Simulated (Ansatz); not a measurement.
One change: `BOC` becomes `BSC`.

Ansatz, PBE0-D4/def2-TZVP geometries, multiplicity 1. 

| property | `BOC` |
| --- | --- |
| HOMO energy (ωB97M-V/def2-TZVPP) / eV | -10.96 |
| size of the dipole moment (ωB97M-V/def2-TZVPP) / D | 1.68 |
| LUMO energy (PBE0/def2-TZVPP) / eV | -0.35 |
| HOMO energy (PBE/def2-TZVPP) / eV | -7.11 |
| HOMO–LUMO gap (PBE0/def2-TZVPP) / eV | 8.25 |
| LUMO energy (B3LYP/def2-TZVPP) / eV | -0.61 |

Q: Give the same properties after the change, and the shifts. (Best estimate.)

A: The calculation gave: 
```csv
property,`BSC`,shift
HOMO energy (ωB97M-V/def2-TZVPP) / eV,-10.02,0.94
size of the dipole moment (ωB97M-V/def2-TZVPP) / D,1.70,0.02
LUMO energy (PBE0/def2-TZVPP) / eV,-1.05,-0.70
HOMO energy (PBE/def2-TZVPP) / eV,-6.74,0.37
HOMO–LUMO gap (PBE0/def2-TZVPP) / eV,6.80,-1.45
LUMO energy (B3LYP/def2-TZVPP) / eV,-1.25,-0.64
```

With PBE0 the HOMO rises by 0.75 eV and the LUMO falls by 0.70 eV, so the gap narrows by about 1.45 eV. PBE moves the HOMO by 0.37 eV and ωB97M-V by 0.94 eV. Dipoles are sizes alone; their direction can turn.

B3LYP here is the variant with VWN-RPA as its local correlation; programs differ in this.
